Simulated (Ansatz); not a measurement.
**AlPH2 (triplet): the correlation ladder, def2-TZVPP**

The task here is to estimate one member of a computed series from the others.

Method: def2-TZVPP, core rule «outside noble gas», up to 10 orbitals frozen; program: Ansatz 0.2.0, Gaussian basis.

Plan: UHF; ROHF; CCSD(T) on UHF.

2 further runs of the same task are left out: 2 set aside as unsound or not needed.

## The system

The geometry is a PBE0/def2-TZVP stationary point (not a proven minimum).

4 atoms, charge 0, spin multiplicity 3.

Atoms are counted from 1 here; the program's logs count them from 0.

Bond lengths: Al1–P2 2.334 Å, Al1–H3 1.588 Å, Al1–H4 1.588 Å. Angles: P2–Al1–H3 119.7°, P2–Al1–H4 119.7°, H3–Al1–H4 120.5°.

Coordinates:

```xyz
4
charge 0, multiplicity 3
Al    0.0000    0.0000    1.1792
P     0.0000    0.0000   -1.1552
H     0.0000    1.3785    1.9666
H     0.0000   -1.3785    1.9666
```

The first run:

Input file in.yaml:

```yaml
crystal:
  periodic: [false, false, false]
  atoms:
    - {symbol: Al, position_ang: [0.000000, 0.000000, 1.179176]}
    - {symbol: P, position_ang: [0.000000, 0.000000, -1.155185]}
    - {symbol: H, position_ang: [0.000000, 1.378539, 1.966597]}
    - {symbol: H, position_ang: [0.000000, -1.378539, 1.966597]}
basis:
  gaussian: {orbitals: def2-TZVPP}
magnetization: {spin_polarized: true, initial_magnetization: 2}
hamiltonian: {xc: hf}
output: {orbitals: {seedname: orbitals}}
```

On the command line:

```sh
> ansatz run in.yaml --threads 1 --pin off --events-out ev --progress --plain --max-ram 4096MiB --backend cpu
```

Steps of the session up to this table: UHF; ROHF; CCSD(T) on UHF.

One of the session's tables, all rows but one given; the rest of the session is left out.

It belongs to the step «Misses and costs». 

```
  method  from UCCSD(T) (meV)
    ROHF              +6223.4
     UHF              +6061.6
    UMP2                    ?
   UCCSD               +207.8
UCCSD(T)                    0
```

Estimate the missing values for UMP2.

As computed: from UCCSD(T) (meV): +1235.4. In the column «from UCCSD(T) (meV)» it lies between UCCSD (+207.8) and UHF (+6061.6).

With the free atoms at the same levels and basis (separate runs), the atomisation energy is 7.801 eV at UCCSD(T), 5.960 eV at ROHF.
